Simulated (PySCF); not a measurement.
## Dipole moment and polarisability across levels of theory

Compound: boron trihydride, BH₃.
Z-matrix (Å and degrees, PBE0-D3(BJ)/def2-SVP geometry), rows numbered from 1:
```
B 
H   1  1.2066
H   1  1.2065  2  119.99
H   1  1.2066  2  119.96  3  -179.66
```

PySCF, dipoles from the SCF density, polarisabilities from static response with core orbitals frozen. Isolated species at its PBE0-D3(BJ)/def2-SVP geometry, gas phase.

Problem. How do dipole and polarisability depend on functional and basis here?

Solution. 

```
              level  α (au)  error (%)  anisotropy (au)
      LDA/def2-SVPD   18.99      +11.7             5.05
      PBE/def2-SVPD   18.45       +8.5             4.96
    B3LYP/def2-SVPD   18.03       +6.0             4.91
     PBE0/def2-SVPD   17.82       +4.8             4.67
BHandHLYP/def2-SVPD   17.41       +2.4             4.64
CAM-B3LYP/def2-SVPD   17.94       +5.5             4.75
  wB97X-D/def2-SVPD   17.83       +4.8             4.57
  LC-wPBE/def2-SVPD   17.49       +2.8             4.34
       HF/def2-SVPD   16.84       -1.0             4.36
        PBE0/6-31G*   13.52      -20.5             8.22
      PBE0/def2-SVP   14.62      -14.0             8.23
     PBE0/def2-TZVP   16.46       -3.2             6.21
```

Reference polarisability: 2.520 Å³ (computed, CCSD(T)/CBS, static electronic, isotropic average, equilibrium geometry, gas; Hait, Head-Gordon, Phys. Chem. Chem. Phys. 20 (2018) 19800). The anisotropy is √(½[(α1 − α2)² + (α2 − α3)² + (α3 − α1)²]). For the polarisability, the smallest error is 1.0% (HF/def2-SVPD) and the largest 20.5% (PBE0/6-31G*). The dipole stays under 0.05 D at every level. In one basis (def2-SVPD) the functionals order the polarisability from HF (lowest) to LDA (highest), a spread of 13%. With PBE0 the polarisability is 14.87 au without diffuse functions (mean of 6-31G*, def2-SVP and def2-TZVP) and 17.82 au with them (def2-SVPD).
